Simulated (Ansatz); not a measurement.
Reaction (ligand exchange at a Li–O bond): `[Li][O]C` + H₂S → `[Li][SH]` + CH₃OH

Program: Ansatz. Geometries: PBE0-D4/def2-TZVP. ΔE: electronic, gas phase. CBS: MP2 limit from def2 TZ/QZ plus the TZ coupled-cluster correction, frozen cores. This one scheme is used for every species. DFT in def2-TZVPP. For Li outer-core shells are correlated without core-valence functions, which leaves a few kJ/mol of doubt a bond.

`[Li][O]C`:

```xyz
6

Li   -1.469    1.753    0.842
O    -0.519    0.619    0.297
C     0.304   -0.363   -0.174
H     0.852   -0.059   -1.085
H     1.074   -0.663    0.560
H    -0.242   -1.286   -0.440
```

H₂S:

Z-matrix (Å, degrees):
```
S
H 1 1.341
H 1 1.341 2 92.3
```

`[Li][SH]`:

```xyz
3

Li    0.983   -1.166    0.199
S    -0.709    0.011   -0.375
H    -0.273    1.156    0.177
```

CH₃OH:

```xyz
6

C     0.086   -0.345    0.021
O    -0.093    0.977    0.475
H     0.461   -0.925    0.865
H     0.820   -0.412   -0.792
H    -0.853   -0.802   -0.316
H    -0.421    1.508   -0.253
```

(1) Is it downhill or uphill in electronic energy at CCSD(T)/CBS, and by how much? (An estimate is asked.)

(2) What do these levels give: LDA (SPW92), r2SCAN-D4, PBE0-D4, PBE0, BHLYP, CCSD/def2-SVP? (Best estimate.)

(3) What do rigid-rotor, harmonic-oscillator terms from PBE0-D4/def2-TZVP frequencies (298.15 K, 1 bar) make of the CCSD(T)/CBS value? (Best estimate.)

Largest T1 diagnostic among the species: 0.013.

Answers

(1) Ansatz gave: Downhill: ΔE = -23.9 kJ/mol.

(2) Computed: LDA (SPW92) -10.1, r2SCAN-D4 -20.5, PBE0-D4 -22.8, PBE0 -23.4, BHLYP -20.3, CCSD/def2-SVP 5.3 kJ/mol.

(3) Ansatz gave: ΔZPE = +9.1 kJ/mol, ΔH = -15.8 kJ/mol, ΔS = 20 J/(mol·K), ΔG = -21.6 kJ/mol.

From r2SCAN to r2SCAN0 (25 % exact exchange), in def2-TZVPP and without D4, ΔE moves by −5.5 kJ/mol. Leaving LDA and LC-ωPBE aside and taking each functional with its dispersion term where it has one, the values, not all of them listed here, spread over 23.1 kJ/mol, from r2SCAN0-D4 to BLYP-D4. LDA lies +4.2 kJ/mol from PBE without D4.
